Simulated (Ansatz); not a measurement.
Ideal-gas functions of C₂H₂N, SMILES `[CH2]C#N` radical at 500 K and 1 bar, from an Ansatz frequency run at PBE0-D4/def2-TZVP.

Molar mass 40.04 g/mol, point group C2v (symmetry number 2), electronic degeneracy 2, moments of inertia 1.766, 48.745, 50.511 u Å². Harmonic wavenumbers (cm⁻¹, unscaled): 390, 439, 670, 1028, 1070, 1439, 2155, 3183, 3291.

Use S(trans) = R[1.5 ln M + 2.5 ln T − 1.1517]; rotational temperatures θ = 24.2544 K / I; S(rot) = R[ln(√π/σ · √(T³/θAθBθC)) + 1.5]; for each mode x = 1.438777 ν̃/T, S = R[x/(eˣ − 1) − ln(1 − e⁻ˣ)] and H = RT x/(eˣ − 1); 1 cm⁻¹ = 0.0119627 kJ/mol; R = 8.31446 J/(mol·K).

By hand: the entropy, in J/(mol·K).

Translation 165.6. Rotation: θ = 13.7341, 0.4976, 0.4802 K, giving 84.0. Vibration, mode by mode: 7.78, 6.90, 4.04, 1.79, 1.63, 0.69, 0.12, 0.01, 0.01, in all 23.0. Electronic 5.8. Sum 278.4 J/(mol·K).

By hand: H − E and G − E in kJ/mol, counted from the electronic energy.

Zero-point energy ½ × 13665 × 0.0119627 = 81.7; thermal vibration 7.3; translation, rotation and pV give 4 RT = 16.6. H − E = 105.6 kJ/mol, and G − E = 105.6 − 500 × 278.4/1000 = -33.6 kJ/mol.

Vibration gives 8 % of the entropy.
